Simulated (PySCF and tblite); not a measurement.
Values are calculated unless marked as measured or tabulated.
System: C4H7NS, numbered as in [CH3:1][NH:2]/[CH:3]=[CH:4]/[CH:5]=[S:6].

For the rotation about the C4–C5 bond (torsion C3–C4–C5–S6 from 0° to 180°, rising): electronic barrier 18.59 kcal/mol, zero-point change -0.94 kcal/mol, thermal and entropy terms at 200 K a further 0.17 kcal/mol (symmetry numbers apart). The minimum is Cs, the saddle C1. Geometries: GFN2-xTB; energies: PBE0/pcSseg-1 + D3(BJ); zero-point and thermal terms from GFN2-xTB harmonic modes (soft modes blended into free rotors). Rates follow Eyring's equation with the number of equivalent paths and no tunnelling. (PySCF 2.14 with density fitting, tblite 0.8.)

Q: How many equivalent paths lead out of the minimum?

A: 2: the symmetry number of the minimum is 1, that of the saddle displaced along its mode 1, and the displaced saddle is chiral while the minimum is not, which doubles the count.

Q: Work out the rate at 200 K.

A: ΔG‡ = 17.82 kcal/mol; k_B T/h = 4.2×10¹² s⁻¹; exp(−ΔG‡/RT) = 3.4×10⁻²⁰; times 2 gives k = 2.8×10⁻⁷ s⁻¹. Wigner's tunnelling factor for the 376i cm⁻¹ mode would be 1.30.
